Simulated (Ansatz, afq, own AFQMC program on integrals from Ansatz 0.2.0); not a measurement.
# Where AFQMC and coupled cluster stand for WNH$_{2}$⁺, septet

```xyz
4

W     0.0000    0.0000    0.1817
N     0.0000    0.0000   -2.0117
H     0.0000    0.8391   -2.5972
H     0.0000   -0.8391   -2.5972
```

Connectivity, by distances: W–NH2.

Basis def2-SVP with its core potentials. Noble-gas cores (and the filled d shells of Ga–Kr and In–Xe) are frozen. Ansatz 0.2.0 and our own AFQMC program on the same integrals; the CISD trial comes from CCSD amplitudes, and released means the phaseless constraint is let go. Uncertainties: one standard error, sampling alone. No spin–orbit coupling. The metal's outer-core s and p shells are frozen, which shifts wave-function levels against functionals.

Determinant: UHF, the one that the program's search chose, which needn't be the lowest solution. The geometry is a PBE0/def2-TZVP stationary point of this or a neighbouring charge and spin state.

No full CI on the walks' own integrals is used here; CCSDT(Q) serves as the reference and is uncertain by about the last step of the cluster series.

Cautions: no spin-orbit coupling; outer-core shells of the metal frozen; lower spins were not checked; higher spins were not checked.

* T1 diagnostic: 0.0126
* weight of the determinant in the CISD state: 0.918
* ⟨S²⟩ of the determinant: 12.011
* size of the correlated space: 12 electrons in 51 orbitals

Reference: CCSDT(Q), correlation energy -5.968 eV. The released energy is read at 4.20 1/Eh (meV from the phaseless value at times in 1/Eh: -3.0 ± 1.8 at 0.60, -1.0 ± 1.4 at 1.20, -3 ± 3 at 2.00, 4 ± 3 at 3.00, -3 ± 4 at 4.20).

| level | E − E(reference) (kJ/mol) | share of correlation (%) |
| --- | --- | --- |
| HF | 575.8 | 0.00 |
| MP2 | 79.0 | 86.27 |
| CCSD | 12.6 | 97.81 |
| CCSD(T) | 2.2 | 99.62 |
| CCSDT | 0.7 | 99.88 |
| ph-AFQMC/CISD | 0.0 ± 0.3 | 99.99 |
| released AFQMC | -0.3 ± 0.4 | 100.05 |

A walk keeps the symmetry of its determinant, which the program's search chose and which needn't be the lowest solution, so a lower state of the same spin and another symmetry isn't excluded. Released energies are given only where the last usable release times agree within the noise; a slower fall can still hide under it.
